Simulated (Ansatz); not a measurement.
System: 2H MoS₂. Method: PBE+SOC (PAW; Ansatz, a first-principles code).

Numerical settings: plane-wave cutoff 520 eV, 12×12×4 k mesh (along the axes of the cell as run), Fermi–Dirac smearing 0.01 eV, PAW data made under PBE.

Cell (measured lattice):

```
MoS2
1.0
   -1.58000    -2.73664     0.00000
   -1.58000     2.73664     0.00000
    0.00000     0.00000   -12.29400
Mo S
2 4
Direct
  0.33333   0.66667   0.25000
  0.66667   0.33333   0.75000
  0.33333   0.66667   0.87900
  0.66667   0.33333   0.37900
  0.66667   0.33333   0.12100
  0.33333   0.66667   0.62100
```

Question: Predict the band gap, smallest direct gap on the k points sampled and Γ–Γ gap.

Answer: 
band gap: 0.84 eV (indirect)
smallest direct gap on the k points sampled: 1.68 eV
Γ–Γ gap: 2.11 eV

Note: cell and atoms aren't relaxed at this level (largest force component 0.41 eV/Å, pressure 0.9 GPa).

Computed values are for the static lattice.
